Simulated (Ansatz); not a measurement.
Elastic constant C66 (GPa) of solids drawn from the class of oxides, at two levels: PBE (Ansatz, a program for electronic structure, PAW), and HSE06 in Ansatz (plane waves, PAW).

```
solid                             PBE  HSE06
-------------------------------  ----  -----
rutile TiO2                       211      ?
α-quartz (SiO2)                  41.6   45.0
stishovite (SiO2)                 285    323
anatase TiO2 (metastable phase)  59.5   67.0
rutile SnO2                       177    206
corundum (α-Al2O3)                150    167
```

Task: Estimate the withheld HSE06 value from the other rows.

Result: One way: carry over the typical ratio. The ratios HSE06 / PBE of the other rows, in order: 1.082, 1.113, 1.126, 1.133, 1.164; median 1.126. Rutile TiO2: 211 × 1.126 = 238 GPa; the run gives 243 GPa. The ratios spread from 1.082 to 1.164, so such an estimate is rough.

Of 6 rows, HSE06 is the larger in 6 and the smaller in 0.

Ansatz's runs of these crystals have no spin polarisation.

Spin–orbit coupling is left out, also for the solids with elements from indium on (rutile SnO2); its size isn't shown.

Each level is taken at its own relaxed cell. Ansatz's density-functional and Hartree–Fock values are scalar-relativistic unless marked +SOC, with PAW data made under PBE.
